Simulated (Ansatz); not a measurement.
Task: the energy of protonation at one site of CHNS, SMILES N#CS, with the Ansatz DFT code, driven from Python. Give the script and its output. Level of theory (for the species named): MP2, 6-31G* basis, multiplicity 1.

```yaml
atoms:
  - { symbol: N, position_ang: [1.0043, -0.2402, 1.4940] }
  - { symbol: C, position_ang: [0.3711, -0.2945, 0.4829] }
  - { symbol: S, position_ang: [-0.5103, -0.4050, -0.9818] }
  - { symbol: H, position_ang: [-0.8096, 0.8793, -1.0154] }
```

Script `pa_chns.py`:
```python
"""Adding a proton to CHNS."""

import warnings

import ansatz as az
import numpy as np

params = {
    "basis": "6-31G*",
    "method": "mp2",
    "charge": 1,
    "force_tol": 0.01,
}

GEOMETRY = """
N     1.00430   -0.24020    1.49400
C     0.37110   -0.29450    0.48290
S    -0.51030   -0.40500   -0.98180
H    -0.80960    0.87930   -1.01540
"""


def main() -> None:
    warnings.simplefilter("ignore", az.DeckWarning)

    system = az.Crystal.molecule()
    for line in GEOMETRY.strip().splitlines():
        symbol, *xyz = line.split()
        system = system.atom(symbol, [float(v) for v in xyz])

    setup = system.calculation()
    setup = setup.basis(gaussian=params["basis"])
    setup = setup.correlation(params["method"])
    symbols = [site.symbol for site in system.cartesian_sites]
    start = np.array([site.position_ang for site in system.cartesian_sites], dtype=float)
    rep = setup.relax(force_tolerance=0.01).run().report
    end = np.array(rep["positions_ang"])

    # start the new hydrogen opposite the existing bonds
    away = sum((end[2] - end[j]) / np.linalg.norm(end[2] - end[j]) for j in [1, 3]) + np.array([0.15, 0.1, -0.2])
    proton = end[2] + 1.4 * away / np.linalg.norm(away)
    acid = az.Crystal.molecule()
    for symbol, place in zip(symbols, end):
        acid = acid.atom(symbol, place.tolist())
    acid = acid.atom("H", proton.tolist())
    protonated = (
        acid.calculation()
        .basis(gaussian=params["basis"])
        .correlation(params["method"])
        .charge(params["charge"])
        .relax(force_tolerance=params["force_tol"], max_steps=80)
    )
    after = protonated.run().report
    xyz = np.array(after["positions_ang"])
    reach = np.linalg.norm(xyz[:-1] - xyz[-1], axis=1)
    print(f"base {rep['free_energy_ev']:.5f} eV, protonated {after['free_energy_ev']:.5f} eV")
    print(f"the proton ends {reach.min():.3f} A from {symbols[reach.argmin()]}{reach.argmin()}")
    print(f"electronic proton affinity {96.485332 * (rep['free_energy_ev'] - after['free_energy_ev']):.1f} kJ/mol")


if __name__ == "__main__":
    main()
```

```console
$ python pa_chns.py
base -13354.99546 eV, protonated -13361.40030 eV
the proton ends 1.354 A from S2
electronic proton affinity 618.0 kJ/mol
```

Caveats:
- Total energies depend on the basis set; only differences at equal settings carry meaning.
- The proton is put on one chosen atom, which needn't be the most basic site, so the molecule's proton affinity can be higher; the ends are stationary points, not checked by frequencies, and zero-point and thermal terms count only where printed.
- Timing: 20 s on 1 thread of Intel(R) Xeon(R) Platinum 8259CL CPU @ 2.50GHz (Skylake/Cascade Lake), with other jobs on the host, peak memory 0.2 GiB.

(Lines on the test bed's own set-up are left out of the output.)
